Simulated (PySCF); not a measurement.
**Be: ionisation energy**

Be [He] 2s2 (1S) → Be+ [He] 2s1 (2S), as a difference of total energies. Computed with PySCF 2.14 in dyall-acv3z (15s9p4d2f, 76 functions), with no relativity, point nucleus. Correlated levels: valence and next inner shell: nothing frozen; virtual orbitals above 40 to 60 times the deepest correlated orbital energy dropped. The calculations carry no spin-orbit coupling.

```
                                method  ionisation energy (eV)  error (eV)
                                   UHF                   8.043      -1.280
    MP2 (valence and next inner shell)                   8.870      -0.453
SCS-MP2 (valence and next inner shell)                   9.024      -0.299
   CCSD (valence and next inner shell)                   9.298      -0.025
CCSD(T) (valence and next inner shell)                   9.311      -0.012
```

Reference: 9.323 eV (measured; NIST Atomic Spectra Database, ionization energies).

Errors of the correlated levels include the incompleteness of this basis.
